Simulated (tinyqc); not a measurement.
Inside a calculation. Method: G0W0 on RHF in the sto-3g basis, for HF, spin multiplicity 1. One step of it, computed by the program tinyqc.

Task: G0W0 on Hartree-Fock: HOMO. W(p,q,m) = sqrt2 sum_ia (pq|ia) (X+Y)_ia,m; Sigma_c(x) = sum_(i,m) W^2/(x - e_i + w_m) + sum_(a,m) W^2/(x - e_a - w_m); solve x = e_p + Sigma_c(x) by Newton steps; Z = 1/(1 - dSigma/dx); 1 hartree = 27.211386 eV.

orbital energies (hartree): [-25.907511, -1.448930, -0.560271, -0.462389, -0.462389, 0.547913]

Two-electron integrals over orbitals (pq|rs), unique and non-zero (hartree):
```
(11|11) 5.362970    (21|11) -0.509000   (21|21) 0.076336    (22|11) 1.207435
(22|21) -0.020554   (22|22) 0.858492    (31|11) 0.147846    (31|21) -0.020619
(31|22) 0.011631    (31|31) 0.021643    (32|11) -0.142468   (32|21) 0.007851
(32|22) -0.028157   (32|31) 0.020885    (32|32) 0.154133    (33|11) 0.976238
(33|21) -0.010358   (33|22) 0.742445    (33|31) -0.004609   (33|32) -0.040068
(33|33) 0.744995    (41|41) 0.029587    (42|41) 0.039325    (42|42) 0.182927
(43|41) -0.010485   (43|42) -0.039797   (43|43) 0.044868    (44|11) 1.264011
(44|21) -0.014592   (44|22) 0.881981    (44|31) 0.004308    (44|32) -0.076750
(44|33) 0.737809    (44|44) 0.997514    (51|51) 0.029587    (52|51) 0.039325
(52|52) 0.182927    (53|51) -0.010485   (53|52) -0.039797   (53|53) 0.044868
(54|54) 0.053770    (55|11) 1.264011    (55|21) -0.014592   (55|22) 0.881981
(55|31) 0.004308    (55|32) -0.076750   (55|33) 0.737809    (55|44) 0.889973
(55|55) 0.997514    (61|11) 0.153641    (61|21) -0.024851   (61|22) 0.001003
(61|31) -0.009454   (61|32) -0.024795   (61|33) 0.010787    (61|44) 0.004262
(61|55) 0.004262    (61|61) 0.024374    (62|11) -0.224675   (62|21) 0.005131
(62|22) -0.120463   (62|31) -0.020165   (62|32) -0.053431   (62|33) -0.033024
(62|44) -0.118368   (62|55) -0.118368   (62|61) 0.016562    (62|62) 0.095195
(63|11) -0.371616   (63|21) 0.006434    (63|22) -0.181741   (63|31) 0.002067
(63|32) 0.093750    (63|33) -0.116986   (63|44) -0.207462   (63|55) -0.207462
(63|61) -0.006173   (63|62) 0.053097    (63|63) 0.189045    (64|41) -0.009906
(64|42) -0.039483   (64|43) -0.016573   (64|64) 0.030981    (65|51) -0.009906
(65|52) -0.039483   (65|53) -0.016573   (65|65) 0.030981    (66|11) 0.877684
(66|21) -0.009064   (66|22) 0.672715    (66|31) 0.014633    (66|32) 0.065621
(66|33) 0.667457    (66|44) 0.646355    (66|55) 0.646355    (66|61) -0.009284
(66|62) -0.064648   (66|63) -0.016911   (66|66) 0.707434
```

excitation energies w (hartree): [1.070473, 1.070473, 1.424531, 2.187271, 26.504133]

X + Y, order 1>6, 2>6, 3>6, 4>6, 5>6:
```
[[0.000000, 0.000000, 0.001159, -0.002307, 0.999080],
 [0.000000, 0.000000, -0.136736, 0.949084, 0.000189],
 [0.000000, 0.000000, 0.876101, 0.082206, -0.000039],
 [-0.018538, 0.971312, 0.000000, 0.000000, 0.000000],
 [0.971312, 0.018538, 0.000000, 0.000000, 0.000000]]
```

Give: The 12 largest terms at x = e_p; Newton steps; quasiparticle energy of the HOMO; Hartree-Fock value.

Result:

The 12 largest terms at x = e_p (hartree; W for the signs of X + Y given):
```
q  m          W       term
5  3     -0.234      0.038
5  4     -0.183      0.015
2  1     -0.054   1.43e-03
6  1      0.043  -8.70e-04
3  1     -0.023   4.44e-04
1  1     -0.014   6.98e-06
5  5      0.006   1.36e-06
2  2  -1.04e-03   5.21e-07
6  2   8.12e-04  -3.17e-07
3  2  -4.35e-04   1.62e-07
1  2  -2.60e-04   2.54e-09
```

Newton steps (hartree):
```
step       x  Sigma_c(x)      Z
0     -0.462       0.055  0.966
1     -0.409       0.053  0.968
2     -0.409       0.053  0.968
```

quasiparticle energy of the HOMO = -11.140 eV

Hartree-Fock value = -12.582 eV
